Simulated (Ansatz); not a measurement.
Reaction (SMILES): [PH2] (PH2) → [PH2-] (an electron is taken up)
B3LYP-D3(BJ)/def2-TZVP geometries, fixed; electronic energies without zero-point terms; positive where energy is released.
Largest species:
```xyz
3

P      0.0052    -0.0015     0.1165
H     -0.0501     1.0329    -0.8596
H     -0.0274    -1.0099    -0.8876
```
Charge 0, spin multiplicity 2.

Effect of a fitting basis named in the input at HF/def2-TZVPP with Ansatz (a program for electronic structure), against the last row, where the adiabatic electron affinity is -0.22 eV (the electron is unbound at this level). Open shells are unrestricted. The default fits or decomposes integrals by the program's own choice; accuracy: high also tightens integrals, grids and stops.

```json
[
 {"setting": "fitting: def2-SV(P)-JKFIT", "largest shift of a total energy (mEh)": "0.004", "shift of the adiabatic electron affinity (eV)": "0.000"},
 {"setting": "fitting: def2-universal-JKFIT", "largest shift of a total energy (mEh)": "0.004", "shift of the adiabatic electron affinity (eV)": "0.000"},
 {"setting": "fitting: cc-pVTZ-JKFIT", "largest shift of a total energy (mEh)": "0.036", "shift of the adiabatic electron affinity (eV)": "0.000"},
 {"setting": "fitting: cc-pVQZ-JKFIT", "largest shift of a total energy (mEh)": "0.037", "shift of the adiabatic electron affinity (eV)": "0.000"},
 {"setting": "fitting: cc-pV5Z-JKFIT", "largest shift of a total energy (mEh)": "0.033", "shift of the adiabatic electron affinity (eV)": "0.000"},
 {"setting": "accuracy: high", "largest shift of a total energy (mEh)": "-0.002", "shift of the adiabatic electron affinity (eV)": "0.000"},
 {"setting": "accuracy: medium (default)", "largest shift of a total energy (mEh)": "0.000", "shift of the adiabatic electron affinity (eV)": "0.000"}
]
```

Within 0.002 eV in the adiabatic electron affinity: fitting: def2-SV(P)-JKFIT; fitting: def2-universal-JKFIT; fitting: cc-pVTZ-JKFIT; fitting: cc-pVQZ-JKFIT; fitting: cc-pV5Z-JKFIT; accuracy: high. The largest shift is 0.037 mEh in a total energy and 0.000 eV in the difference.
